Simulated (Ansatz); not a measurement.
## Relaxing B

These are results of Ansatz, DFT r2SCAN, scalar-relativistic, plane waves, PAW, not measurements. Cutoff 500 eV, Γ-centred k mesh, Gaussian smearing, no spin polarisation in the final step.

The start puts B on the diamond structure type (Fd-3m, No. 227), at a guessed volume.

```xyz
2
Lattice="0.0000 1.9981 1.9981 1.9981 0.0000 1.9981 1.9981 1.9981 0.0000" Properties=species:S:1:pos:R:3 pbc="T T T"
B     1.9981    1.9981    1.9981
B     2.9971    2.9971    2.9971
```

Steps on the 8×8×8 mesh (2 atoms). 4 of 4 steps are shown, and the free energy counts from the last. Trial steps that were taken back and renewals of the plane-wave basis can be among the rows.

| step | ΔF (meV/atom) | V (Å³/atom) | P (GPa) |
| --- | --- | --- | --- |
| 1 | 8.7 | 7.98 | 8.29 |
| 2 | 1.5 | 8.18 | 3.26 |
| 3 | 0.0 | 8.32 | 0.16 |
| 4 | 0.0 | 8.32 | 0.16 |

A final relaxation ran on a 24×24×24 mesh. The relaxed crystal, Fd-3m (No. 227):

```cif
data_structure
_symmetry_space_group_name_H-M 'Fd-3m:1'
_symmetry_Int_Tables_number 227
_cell_length_a 4.0534
_cell_length_b 4.0534
_cell_length_c 4.0534
_cell_angle_alpha 90.000
_cell_angle_beta 90.000
_cell_angle_gamma 90.000
_cell_volume 66.60
loop_
_atom_site_label
_atom_site_type_symbol
_atom_site_symmetry_multiplicity
_atom_site_Wyckoff_symbol
_atom_site_fract_x
_atom_site_fract_y
_atom_site_fract_z
_atom_site_occupancy
B1 B 8 a 0.50000 0.00000 0.50000 1
```

```json
{"Volume per atom": "8.32 Å³", "Density": "2.16 g/cm³", "Energy over the standard structure": "1.00 eV/atom", "Gap on the 24×24×24 mesh": "0 eV (a metal)"}
```

Energies count from the standard state of B at the same level.

The final run used a 24×24×24 mesh on its 2-atom cell and 0.10 eV smearing. The k mesh leaves about 4 meV/atom of noise in metals.

A structure relaxed within its symmetry needn't be a true minimum.